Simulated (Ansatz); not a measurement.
## Ga–C–GaH, quartet: reading a ladder of total energies

Geometry: a PBE0/def2-TZVP stationary point for this spin, not checked as a minimum.

```yaml
atoms:
  - { symbol: Ga, position_ang: [0.0000, -0.3116, 2.6806] }
  - { symbol: C, position_ang: [0.0001, -0.4142, 0.6623] }
  - { symbol: Ga, position_ang: [0.0000, -0.3728, -1.3382] }
  - { symbol: H, position_ang: [0.0000, 1.0986, -2.0048] }
```

Basis cc-pVDZ; Ansatz 0.2.0. Only valence electrons are correlated (noble-gas cores and the filled d shells of p-block atoms frozen), which leaves 11 electrons in 44 orbitals. R marks a restricted (for open shells ROHF) determinant, U an unrestricted one. No spin–orbit coupling is included, and no scalar relativity.

Full CI isn't at hand for all of this; UCCSDT(Q) serves as the reference, and is uncertain by about the last step of the cluster series.

Runs differ by some tens of microhartree through their thresholds and, for an open shell, their frozen cores, so steps under 0.03 kcal/mol mean nothing.

| level | total energy (hartree) |
| --- | --- |
| UHF | -3884.765262 |
| UMP2 | -3884.931471 |
| UCCSD | -3884.971845 |
| UCCSD(T) | -3884.978507 |
| UCCSDT | -3884.980118 |
| UCCSDT(Q) | -3884.980661 |

**Question.** What is the correlation energy at UCCSDT(Q), and what share of it do UMP2 and UCCSD(T) recover?

**Answer.** E(corr) = -3884.980661 − (-3884.765262) = -0.215399 hartree = -5.861 eV. UMP2: -0.166209 / -0.215399 = 77.16 %. UCCSD(T): -0.213245 / -0.215399 = 99.00 %.

**Question.** By how many kcal/mol does UCCSD(T) miss UCCSDT(Q) (1 hartree = 627.509 kcal/mol), and which steps make up the rest?

**Answer.** -3884.978507 − (-3884.980661) = 0.002154 hartree = 1.35 kcal/mol. Steps: UCCSDT − UCCSD(T) = -1.01, UCCSDT(Q) − UCCSDT = -0.34 kcal/mol. Differences between like states or geometries often cancel part of this.
